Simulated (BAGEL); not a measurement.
# MgHF (SMILES [F][MgH]) at 4 levels

Aim: a comparison of 4 runs (B3LYP/6-31G*, B3LYP/def2-TZVPPD, PBE0/def2-TZVPPD, RI-MP2/def2-TZVPPD) of MgHF. 

The calculation is run with BAGEL 1.2.2.

8 further runs of the same task are left out: 1 that didn't finish, 7 set aside as unsound or not needed. Runs told in other sessions of the task aren't counted.

## Step 1: The molecule

MgHF has 3 atoms, charge 0, and is taken as a singlet. As SMILES, `[F][MgH]`. The shape is that of a PBE0-D4/def2-TZVP optimisation.

Bond lengths: F1–Mg2 1.756 Å, Mg2–H3 1.687 Å. Angles: F1–Mg2–H3 180.0°.

## Step 2: The energy at B3LYP/6-31G(d) (density fitting with qzvpp-jkfit, spherical functions) (run 1)

The input, calc.json:

```json
{ "bagel" : [

{
  "title" : "molecule",
  "basis" : "6-31gs.json",
  "df_basis" : "qzvpp-jkfit",
  "angstrom" : true,
  "geometry" : [
    { "atom" : "F", "xyz" : [   -1.378600,    0.792200,   -0.675100 ] },
    { "atom" : "Mg", "xyz" : [    0.014500,   -0.032400,    0.004400 ] },
    { "atom" : "H", "xyz" : [    1.353200,   -0.824800,    0.657400 ] }
  ]
},
{ "title" : "ks", "xc_func" : "b3lyp" },
{ "title" : "print", "file" : "orbitals.molden", "orbitals" : true }

]}
```

The basis set 6-31G* is read from a file made from the Basis Set Exchange's data (not shown).

On the command line:

```
$ BAGEL_NUM_THREADS=1 BAGEL calc.json > calc.out
```

The program printed:

```text
* using 1 threads per process

  ===============================================================
  ===============================================================

  *** Geometry ***

  { "atom" : "F", "xyz" : [     -2.605176,      1.497041,     -1.275754 ] },
  { "atom" : "Mg", "xyz" : [      0.027401,     -0.061227,      0.008315 ] },
  { "atom" : "H", "xyz" : [      2.557177,     -1.558646,      1.242306 ] },

  Number of auxiliary basis functions:      207

  Since a DF basis is specified, we compute 2- and 3-index integrals:
    o Being stored without compression. Storage requirement is 0.002 GB

  Number of basis functions:       34
  Number of electrons      :       22

    * METHOD: MOLECULE                             0.13

  *** Kohn-Sham DFT ***

    * Removing 3156 points whose weight is below 1.00e-10
    * Grid points: 41562

  === Nuclear Repulsion ===
    37.6993298910

       - DIIS with orbital gradients will be used.

  === KS iteration (b3lyp / 6-31gs.json) ===
      0       -289.09823696          0.17919841           0.22
      1       -275.64650427          0.11255555           0.18
      2       -278.05852635          0.45987596           0.18
      3       -291.04538594          0.16832912           0.21
      4       -294.82424899          0.13986702           0.21
      5       -295.62635856          0.13466794           0.21
      6       -295.61691021          0.13500885           0.25
      7       -277.37660498          0.24667073           0.21
      8       -300.47039604          0.03426362           0.42
      9       -300.54865218          0.01444709           0.22
     10       -300.56585588          0.00562195           0.19
     11       -300.56813772          0.00165599           0.20
     12       -300.56845293          0.00008757           0.15
     13       -300.56845390          0.00002111           0.16
     14       -300.56845393          0.00000115           0.17
     15       -300.56845393          0.00000021           0.20
     16       -300.56845393          0.00000002           0.20
     17       -300.56845393          0.00000000           0.17
    * SCF iteration converged.

    * Permanent dipole moment:
           (   -0.340834,     0.201739,    -0.166222) a.u.

    * METHOD: KS                                   4.10

    * METHOD: PRINT                                0.01

  ===============================================================
```

Wall time 5.1 s (1 thread of AMD EPYC, shared host); peak memory 0.11 GiB.

## Step 3: A single-point energy at B3LYP/def2-TZVPPD (density fitting with qzvpp-jkfit) (run 2)

The input, input.json:

```json
{ "bagel" : [

{
  "title" : "molecule",
  "basis" : "def2-tzvppd.json",
  "df_basis" : "qzvpp-jkfit",
  "angstrom" : "true",
  "geometry" : [
    { "atom" : "F", "xyz" : [      -1.378600,       0.792200,      -0.675100 ] },
    { "atom" : "Mg", "xyz" : [       0.014500,      -0.032400,       0.004400 ] },
    { "atom" : "H", "xyz" : [       1.353200,      -0.824800,       0.657400 ] }
  ]
},

{
  "title" : "ks",
  "xc_func" : "b3lyp"
},

{
  "title" : "print",
  "file" : "orbitals.molden",
  "orbitals" : "true"
}

]}
```

The basis set def2-TZVPPD is read from a file made from the Basis Set Exchange's data (not shown).

On the command line:

```
$ BAGEL_NUM_THREADS=1 BAGEL input.json > input.out
```

The program printed:

```text
* using 1 threads per process

  ===============================================================
  ===============================================================

  *** Geometry ***

  { "atom" : "F", "xyz" : [     -2.605176,      1.497041,     -1.275754 ] },
  { "atom" : "Mg", "xyz" : [      0.027401,     -0.061227,      0.008315 ] },
  { "atom" : "H", "xyz" : [      2.557177,     -1.558646,      1.242306 ] },

  Number of auxiliary basis functions:      207

  Since a DF basis is specified, we compute 2- and 3-index integrals:
    o Being stored without compression. Storage requirement is 0.014 GB

  Number of basis functions:       92
  Number of electrons      :       22

    * METHOD: MOLECULE                             0.16

  *** Kohn-Sham DFT ***

    * Removing 3156 points whose weight is below 1.00e-10
    * Grid points: 41562

  === Nuclear Repulsion ===
    37.6993298910

       - DIIS with orbital gradients will be used.

  === KS iteration (b3lyp / def2-tzvppd.json) ===
      0       -277.71649476          0.17831332           0.42
      1       -262.55761295          0.22853711           0.49
      2       -286.73746112          0.14587878           0.25
      3       -299.72241167          0.05253490           0.23
      4       -300.47459057          0.02322701           0.21
      5       -300.58451550          0.01586267           0.23
      6       -300.62916976          0.00744193           0.22
      7       -300.64182251          0.00110824           0.22
      8       -300.64212404          0.00007515           0.25
      9       -300.64212641          0.00001073           0.24
     10       -300.64212645          0.00000096           0.25
     11       -300.64212645          0.00000007           0.31
     12       -300.64212645          0.00000001           0.31
     13       -300.64212645          0.00000001           0.31
    * SCF iteration converged.

    * Permanent dipole moment:
           (   -0.468257,     0.277165,    -0.228370) a.u.

    * METHOD: KS                                   4.64

    * METHOD: PRINT                                0.06

  ===============================================================
```

Wall time 5.7 s (1 thread of AMD EPYC, shared host); peak memory 0.2 GiB.

## Step 4: A single-point energy at PBE0/def2-TZVPPD (density fitting with qzvpp-jkfit) (run 3)

The input, dft.json:

```json
{ "bagel": [

{
  "title": "molecule",
  "basis": "def2-tzvppd.json",
  "df_basis": "qzvpp-jkfit",
  "angstrom": true,
  "geometry": [
    { "atom": "F", "xyz": [      -1.378600,       0.792200,      -0.675100 ] },
    { "atom": "Mg", "xyz": [       0.014500,      -0.032400,       0.004400 ] },
    { "atom": "H", "xyz": [       1.353200,      -0.824800,       0.657400 ] }
  ]
},

{
  "title": "ks",
  "xc_func": "pbe0"
},

{
  "title": "print",
  "file": "orbitals.molden",
  "orbitals": true
}

]}
```

The basis set def2-TZVPPD is read from a file made from the Basis Set Exchange's data (not shown).

On the command line:

```
$ BAGEL_NUM_THREADS=1 BAGEL dft.json > dft.out
```

The program printed:

```text
* using 1 threads per process

  ===============================================================
  ===============================================================

  *** Geometry ***

  { "atom" : "F", "xyz" : [     -2.605176,      1.497041,     -1.275754 ] },
  { "atom" : "Mg", "xyz" : [      0.027401,     -0.061227,      0.008315 ] },
  { "atom" : "H", "xyz" : [      2.557177,     -1.558646,      1.242306 ] },

  Number of auxiliary basis functions:      207

  Since a DF basis is specified, we compute 2- and 3-index integrals:
    o Being stored without compression. Storage requirement is 0.014 GB

  Number of basis functions:       92
  Number of electrons      :       22

    * METHOD: MOLECULE                             0.17

  *** Kohn-Sham DFT ***

    * Removing 3156 points whose weight is below 1.00e-10
    * Grid points: 41562

  === Nuclear Repulsion ===
    37.6993298910

       - DIIS with orbital gradients will be used.

  === KS iteration (pbe0 / def2-tzvppd.json) ===
      0       -277.51605201          0.17793861           0.52
      1       -263.95218262          0.21917448           0.60
      2       -286.77018193          0.14253008           0.26
      3       -299.58572223          0.04926828           0.25
      4       -300.27644399          0.02079912           0.32
      5       -300.37549828          0.01208473           0.29
      6       -300.40425452          0.00496479           0.24
      7       -300.41009544          0.00068030           0.20
      8       -300.41020844          0.00003441           0.21
      9       -300.41020893          0.00000607           0.30
     10       -300.41020894          0.00000049           0.29
     11       -300.41020894          0.00000006           0.21
     12       -300.41020894          0.00000003           0.22
     13       -300.41020894          0.00000000           0.21
    * SCF iteration converged.

    * Permanent dipole moment:
           (   -0.465103,     0.275303,    -0.226829) a.u.

    * METHOD: KS                                   4.74

    * METHOD: PRINT                                0.05

  ===============================================================
```

It took 5.7 s on 1 thread of AMD EPYC, shared host; peak memory 0.2 GiB.

## Step 5: The energy at RI-MP2/def2-TZVPPD (density fitting with qzvpp-jkfit) (run 4)

The input, job.json:

```json
{ "bagel" : [

{
  "title" : "molecule",
  "basis" : "def2-tzvppd.json",
  "df_basis" : "qzvpp-jkfit",
  "angstrom" : "true",
  "geometry" : [
    { "atom" : "F", "xyz" : [      -1.378600,       0.792200,      -0.675100 ] },
    { "atom" : "Mg", "xyz" : [       0.014500,      -0.032400,       0.004400 ] },
    { "atom" : "H", "xyz" : [       1.353200,      -0.824800,       0.657400 ] }
  ]
},

{ "title" : "hf" },

{ "title" : "mp2", "ncore" : 2 }

]}
```

The basis set def2-TZVPPD is read from a file made from the Basis Set Exchange's data (not shown).

On the command line:

```
$ BAGEL_NUM_THREADS=1 BAGEL job.json > job.out
```

The program printed:

```text
* using 1 threads per process

  ===============================================================
  ===============================================================

  *** Geometry ***

  { "atom" : "F", "xyz" : [     -2.605176,      1.497041,     -1.275754 ] },
  { "atom" : "Mg", "xyz" : [      0.027401,     -0.061227,      0.008315 ] },
  { "atom" : "H", "xyz" : [      2.557177,     -1.558646,      1.242306 ] },

  Number of auxiliary basis functions:      207

  Since a DF basis is specified, we compute 2- and 3-index integrals:
    o Being stored without compression. Storage requirement is 0.014 GB

  Number of basis functions:       92
  Number of electrons      :       22

    * METHOD: MOLECULE                             0.15

  *** RHF ***

  === Nuclear Repulsion ===
    37.6993298910

      * DIIS with orbital gradients will be used.

  === RHF iteration (def2-tzvppd.json) ===
      0       -299.52130021          0.02575217           0.04
      1       -299.61105976          0.02168183           0.04
      2       -299.72199997          0.00114206           0.04
      3       -299.72286144          0.00020833           0.04
      4       -299.72288714          0.00002962           0.04
      5       -299.72288773          0.00000554           0.04
      6       -299.72288776          0.00000135           0.04
      7       -299.72288776          0.00000029           0.04
      8       -299.72288776          0.00000008           0.03
      9       -299.72288776          0.00000004           0.04
     10       -299.72288776          0.00000001           0.03
    * SCF iteration converged.

    * Permanent dipole moment:
           (   -0.446152,     0.264085,    -0.217579) a.u.

    * METHOD: HF                                   0.61

  *** RHF ***

  === Nuclear Repulsion ===
    37.6993298910

      * DIIS with orbital gradients will be used.

  === RHF iteration (def2-tzvppd.json) ===
      0       -299.72288776          0.00000001           0.03
    * SCF iteration converged.

    * Permanent dipole moment:
           (   -0.446152,     0.264085,    -0.217579) a.u.

  === DF-MP2 calculation ===

    * freezing 2 orbitals
    * 3-index integral transformation done
    * assembly done

      MP2 correlation energy:   -0.4677402811      0.05

      MP2 total energy:       -300.1906280405

    * METHOD: MP2                                  0.13

  ===============================================================
```

It took 1.5 s on 1 thread of AMD EPYC, shared host; peak memory 0.083 GiB.

## Step 6: The series

```tsv
run	level	frozen core orbitals	energy (Eh)	dipole moment (D)	HOMO energy (eV)	LUMO energy (eV)	wall time
1	B3LYP/6-31G* (density fitting with qzvpp-jkfit, spherical functions)	–	-300.568454	1.09	-8.01	-1.01	5.1 s
2	B3LYP/def2-TZVPPD (density fitting with qzvpp-jkfit)	–	-300.642126	1.50	-8.13	-1.28	5.7 s
3	PBE0/def2-TZVPPD (density fitting with qzvpp-jkfit)	–	-300.410209	1.49	-8.27	-0.95	5.7 s
4	RI-MP2/def2-TZVPPD (density fitting with qzvpp-jkfit)	2	-300.190628	–	–	–	1.5 s
```

## Step 7: What came out

```
                                          quantity          value
                               run 4: total energy  -300.19063 Eh
run 4: correlation energy (2 core orbitals frozen)     -467.7 mEh
```

What this shows: Over runs 1, 2, 3 the dipole moment (its size) runs from 1.09 D (B3LYP/6-31G*) to 1.50 D (B3LYP/def2-TZVPPD). Over runs 1, 2, 3 the HOMO–LUMO gap runs from 6.85 eV (B3LYP/def2-TZVPPD) to 7.33 eV (PBE0/def2-TZVPPD). Totals of different functionals can't be ranked against each other. All runs together took 18 s, the longest 5.7 s.
